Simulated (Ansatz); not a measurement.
# C3H4F2 (SMILES F/C=C/CF): levels of theory compared

Wanted: a comparison of 4 runs (HF/STO-3G, B3LYP/6-31G*, PBE0/def2-SVP) of C3H4F2. 

The results are computed with Ansatz 0.2.0.

2 further runs of the same task are left out: 2 set aside as unsound or not needed.

## Step 1: The system as given

C3H4F2 has 9 atoms, charge 0, and is taken as a singlet. As SMILES, `F/C=C/CF`. The coordinates come from a PBE0-D4/def2-TZVP relaxation. This is one conformer, not always the lowest.

Bond lengths: F1–C2 1.332 Å, C2–C3 1.320 Å, C3–C4 1.482 Å, C4–F5 1.388 Å, C2–H6 1.085 Å, C3–H7 1.085 Å, C4–H8 1.094 Å, C4–H9 1.094 Å. Some angles: F1–C2–C3 122.5°, C2–C3–C4 121.0°, C3–C4–F5 110.6°, F1–C2–H6 112.4°, C3–C2–H6 125.1°, C2–C3–H7 120.0°, C4–C3–H7 118.9°, C3–C4–H8 111.2°, C3–C4–H9 111.3°, F5–C4–H8 107.9°.

## Step 2: Energy and gradient at HF/STO-3G (run 1)

File in.yaml:

```yaml
crystal:
  periodic: [false, false, false]
  atoms:
    - {symbol: F, position_ang: [-2.209900, -0.026000, 1.314000]}
    - {symbol: C, position_ang: [-1.254900, -0.268300, 0.418300]}
    - {symbol: C, position_ang: [-0.069300, 0.309000, 0.473200]}
    - {symbol: C, position_ang: [0.980100, -0.003600, -0.525800]}
    - {symbol: F, position_ang: [1.279200, 1.118700, -1.286000]}
    - {symbol: H, position_ang: [-1.566100, -0.985700, -0.334400]}
    - {symbol: H, position_ang: [0.150200, 1.024100, 1.258600]}
    - {symbol: H, position_ang: [0.654400, -0.794800, -1.207600]}
    - {symbol: H, position_ang: [1.910300, -0.315800, -0.041200]}
basis:
  gaussian:
    orbitals: STO-3G
hamiltonian:
  xc: hf
output: {forces: true, orbitals: {seedname: orbitals}}
accuracy: high
```

On the command line:

```console
$ ansatz run in.yaml --threads 1 --pin off --max-ram 2610MiB --events-out events.jsonl --progress --plain --runs-dir runs
```

The log of the run:

```text
Warning: RAYON_NUM_THREADS=1 ignored (pool sized by the plan → 1); use --threads N
Functional definition: HF
  name "HF"
  exchange = exact_x
  correlation = 0
578 factors; integrals over basis functions are off by at most 3.4e-8 eV
mean field evaluation 1: about -8447.3137 eV, gradient 2.9e1 eV
mean field evaluation 2: about -8447.5562 eV, gradient 2.9e1 eV
mean field evaluation 4: about -8450.7760 eV, gradient 2.0e0 eV
mean field evaluation 8: about -8450.7958 eV, gradient 3.3e-4 eV
mean field -8450.79580539 eV, -310.5610176931 hartree, gradient 2.4e-8 eV, S^2 0.000000; 0 other end points of the search recorded, 0 dependent functions left out
the calculation of the forces begins
reference -8450.79580539 eV, -310.5610176931 hartree; 20, 20 occupied and 9, 9 virtual orbitals, 578 factors
Total energy: -8450.79580539 eV, -310.5610176931 hartree
Atom 0 at    -2.209900    -0.026000     1.314000 Å, force    -1.021702     0.299682     0.930248 eV/Å
Atom 1 at    -1.254900    -0.268300     0.418300 Å, force     0.822413     0.333214    -0.088479 eV/Å
Atom 2 at    -0.069300     0.309000     0.473200 Å, force    -1.570919    -0.316122     0.915220 eV/Å
Atom 3 at     0.980100    -0.003600    -0.525800 Å, force     1.386035     0.314668    -1.269042 eV/Å
Atom 4 at     1.279200     1.118700    -1.286000 Å, force     0.086307     0.378593    -0.297387 eV/Å
Atom 5 at    -1.566100    -0.985700    -0.334400 Å, force     0.243295    -0.236987    -0.388443 eV/Å
Atom 6 at     0.150200     1.024100     1.258600 Å, force     0.015627    -0.113345    -0.127755 eV/Å
Atom 7 at     0.654400    -0.794800    -1.207600 Å, force    -0.077489    -0.306540     0.106223 eV/Å
Atom 8 at     1.910300    -0.315800    -0.041200 Å, force     0.116433    -0.353163     0.219415 eV/Å
Dipole moment:     0.029814    -0.247804     0.015711 e Å
```

Wall time 0.69 s (1 thread of Arm Neoverse V1, shared host); peak memory 0.081 GiB.

## Step 3: Energy and forces at B3LYP/6-31G(d) (spherical functions) (run 2)

File job.yaml:

```yaml
crystal:
  periodic: [false, false, false]
  atoms:
    - {symbol: F, position_ang: [-2.209900, -0.026000, 1.314000]}
    - {symbol: C, position_ang: [-1.254900, -0.268300, 0.418300]}
    - {symbol: C, position_ang: [-0.069300, 0.309000, 0.473200]}
    - {symbol: C, position_ang: [0.980100, -0.003600, -0.525800]}
    - {symbol: F, position_ang: [1.279200, 1.118700, -1.286000]}
    - {symbol: H, position_ang: [-1.566100, -0.985700, -0.334400]}
    - {symbol: H, position_ang: [0.150200, 1.024100, 1.258600]}
    - {symbol: H, position_ang: [0.654400, -0.794800, -1.207600]}
    - {symbol: H, position_ang: [1.910300, -0.315800, -0.041200]}
basis:
  gaussian: {orbitals: 6-31G_st_-spherical.json}
hamiltonian: {xc: {name: B3LYP}}
accuracy: high
output: {forces: true, orbitals: {seedname: orbitals}}
```

The basis set 6-31G* is read from a file made from the Basis Set Exchange's data (not shown).

On the command line:

```console
$ ansatz run job.yaml --threads 1 --pin off --max-ram 2610MiB --events-out events.jsonl --progress --plain --runs-dir runs
```

The log of the run, cut to the lines that bear on the results:

```text
Warning: RAYON_NUM_THREADS=1 ignored (pool sized by the plan → 1); use --threads N
Functional definition: B3LYP
  name "B3LYP"
[...]
1841 factors; integrals over basis functions are off by at most 8.4e-9 eV
[...]
mean field -8608.48969593 eV, -316.3561612814 hartree, gradient 3.7e-8 eV, S^2 0.000000; 0 other end points of the search recorded, 0 dependent functions left out
[...]
reference -8608.48972525 eV, -316.3561623590 hartree; 20, 20 occupied and 58, 58 virtual orbitals, 1841 factors
Total energy: -8608.48972525 eV, -316.3561623590 hartree
Atom 0 at    -2.209900    -0.026000     1.314000 Å, force    -0.408227     0.069925     0.331291 eV/Å
Atom 1 at    -1.254900    -0.268300     0.418300 Å, force    -0.171668    -0.223927    -0.192727 eV/Å
Atom 2 at    -0.069300     0.309000     0.473200 Å, force     0.243501     0.152676     0.131718 eV/Å
Atom 3 at     0.980100    -0.003600    -0.525800 Å, force     0.178437    -0.071534    -0.091364 eV/Å
Atom 4 at     1.279200     1.118700    -1.286000 Å, force     0.092860     0.314644    -0.202363 eV/Å
Atom 5 at    -1.566100    -0.985700    -0.334400 Å, force    -0.019905    -0.059614    -0.058131 eV/Å
Atom 6 at     0.150200     1.024100     1.258600 Å, force     0.022533     0.057084     0.048125 eV/Å
Atom 7 at     0.654400    -0.794800    -1.207600 Å, force    -0.014225    -0.136771    -0.022641 eV/Å
Atom 8 at     1.910300    -0.315800    -0.041200 Å, force     0.076696    -0.102484     0.056092 eV/Å
Dipole moment:     0.038209    -0.328890     0.051187 e Å
```

Run time: 9.3 s. Hardware: 1 thread of Arm Neoverse V1, shared host; peak memory 0.24 GiB.

Run 3 isn't shown in full; the table further down has it.

## Step 4: Energy and forces at PBE0/def2-SVP (run 4)

File run.yaml:

```yaml
crystal:
  periodic: [false, false, false]
  atoms:
    - symbol: F
      position_ang: [-2.209900, -0.026000, 1.314000]
    - symbol: C
      position_ang: [-1.254900, -0.268300, 0.418300]
    - symbol: C
      position_ang: [-0.069300, 0.309000, 0.473200]
    - symbol: C
      position_ang: [0.980100, -0.003600, -0.525800]
    - symbol: F
      position_ang: [1.279200, 1.118700, -1.286000]
    - symbol: H
      position_ang: [-1.566100, -0.985700, -0.334400]
    - symbol: H
      position_ang: [0.150200, 1.024100, 1.258600]
    - symbol: H
      position_ang: [0.654400, -0.794800, -1.207600]
    - symbol: H
      position_ang: [1.910300, -0.315800, -0.041200]
basis:
  gaussian:
    orbitals: def2-SVP
output: {forces: true, orbitals: {seedname: orbitals}}
accuracy: high
magnetization:
  spin_polarized: false
  initial_magnetization: 0
hamiltonian:
  xc: {name: PBE0}
```

On the command line:

```console
$ ansatz run run.yaml --threads 1 --pin off --max-ram 2610MiB --events-out events.jsonl --progress --plain --runs-dir runs
```

The log of the run, cut to the lines that bear on the results:

```text
Warning: RAYON_NUM_THREADS=1 ignored (pool sized by the plan → 1); use --threads N
Functional definition: PBE0
  name "PBE0"
[...]
2119 factors; integrals over basis functions are off by at most 6.8e-9 eV
[...]
mean field -8593.31559320 eV, -315.7985232916 hartree, gradient 4.8e-8 eV, S^2 0.000000; 0 other end points of the search recorded, 0 dependent functions left out
[...]
reference -8593.31559515 eV, -315.7985233632 hartree; 20, 20 occupied and 70, 70 virtual orbitals, 2119 factors
Total energy: -8593.31559515 eV, -315.7985233632 hartree
Atom 0 at    -2.209900    -0.026000     1.314000 Å, force     0.132254    -0.056173    -0.163539 eV/Å
Atom 1 at    -1.254900    -0.268300     0.418300 Å, force    -0.633080     0.094500     0.505803 eV/Å
Atom 2 at    -0.069300     0.309000     0.473200 Å, force     0.396728    -0.061778    -0.205276 eV/Å
Atom 3 at     0.980100    -0.003600    -0.525800 Å, force     0.049153     0.674744    -0.295071 eV/Å
Atom 4 at     1.279200     1.118700    -1.286000 Å, force    -0.051249    -0.210764     0.154493 eV/Å
Atom 5 at    -1.566100    -0.985700    -0.334400 Å, force    -0.091036    -0.244751    -0.259789 eV/Å
Atom 6 at     0.150200     1.024100     1.258600 Å, force     0.045091     0.223338     0.244362 eV/Å
Atom 7 at     0.654400    -0.794800    -1.207600 Å, force    -0.079672    -0.270543    -0.144438 eV/Å
Atom 8 at     1.910300    -0.315800    -0.041200 Å, force     0.231810    -0.148573     0.163455 eV/Å
Dipole moment:     0.055177    -0.356475     0.037907 e Å
```

Wall time 11 s (1 thread of Arm Neoverse V1, shared host); peak memory 0.29 GiB.

## Step 5: The series

```tsv
run	level	Cartesian functions	energy (Eh)	dipole moment (D)	HOMO energy (eV)	LUMO energy (eV)	wall time
1	HF/STO-3G	no	-310.561018	1.20	-8.36	8.08	0.69 s
2	B3LYP/6-31G* (spherical functions)	no	-316.356162	1.61	-7.30	0.17	9.3 s
3	B3LYP/6-31G* (Cartesian functions)	yes	-316.360668	1.61	-7.30	0.16	9.6 s
4	PBE0/def2-SVP	no	-315.798523	1.74	-7.85	0.04	11 s
```

## Step 6: Outcome

```
                       quantity          value
            run 4: total energy  -315.79852 Eh
           run 4: dipole moment         1.74 D
             run 4: HOMO energy       -7.85 eV
             run 4: LUMO energy        0.04 eV
           run 4: HOMO–LUMO gap        7.89 eV
run 4: largest force on an atom     0.816 eV/Å
```

**Reading.** The dipole moment (its size) runs from 1.20 D (HF/STO-3G) to 1.74 D (PBE0/def2-SVP). The two ends differ in method and basis. The HOMO–LUMO gap runs from 7.46 eV (B3LYP/6-31G*) to 16.44 eV (HF/STO-3G). Totals of different functionals can't be ranked against each other. In run 1 the basis is minimal, so the values are rough. All runs together took 30 s, the longest 11 s.
